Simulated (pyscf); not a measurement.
Optimised with ωB97X-D3(BJ)/def2-SVP in PySCF.

### Question
What is the homolytic dissociation enthalpy (298 K, ωB97M-D3(BJ)/def2-TZVP) of the C–H bond of H₂C=CH–CH₂–CH=CH₂, to H₂C=C•–CH₂–CH=CH₂ + H•?

### Answer
C–H to H₂C=C•–CH₂–CH=CH₂ + H•: 107.3 kcal/mol. The 7 functionals that were run give +100.8 (r²SCAN) to +107.3 kcal/mol (ωB97M-D3(BJ)). The radicals are drawn with the spin at the cut bond; how far it spreads was not checked. H₂C=CH–CH₂–CH=CH₂ lies 19.0 kcal/mol over its isomer cyclic C₅H₈ (SMILES C1=CCCC1), and others may lie lower still (electronic energy, ωB97M-D3(BJ)). H₂C=C•–CH₂–CH=CH₂ lies 23.6 kcal/mol over its isomer •H₂C–C(=CH₂)–CH=CH₂, and others may lie lower still (electronic energy, ωB97M-D3(BJ)).
